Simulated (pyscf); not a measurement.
Structures and frequencies: ωB97X-D3(BJ)/def2-SVP in PySCF.

**Question.** Estimate the classical barrier height and the reaction energy of `[SiH3]` [doublet] + `[Cl][GeH3]` → `[SiH3][GeH2]` [doublet] + `[ClH]` at ωB97M-D3(BJ)/def2-TZVP. The step runs on the doublet surface, breaks Ge–H, Cl–Ge and forms Ge–Si, Cl–H; take the separated reactants as zero.

**Answer.** ΔE‡ = 20.9 kcal/mol, ΔE = +2.9 kcal/mol. Zero-point energy shifts the barrier by +0.5 kcal/mol. It is a concerted two-bond exchange, with an imaginary mode of 495i cm⁻¹. This saddle turned up in a search for another step; its sides and bond changes are read from the two ends of the descent. This is the saddle that the search found; another between the same sides may lie lower. Elements up to Kr have no core potential and no relativistic terms here.
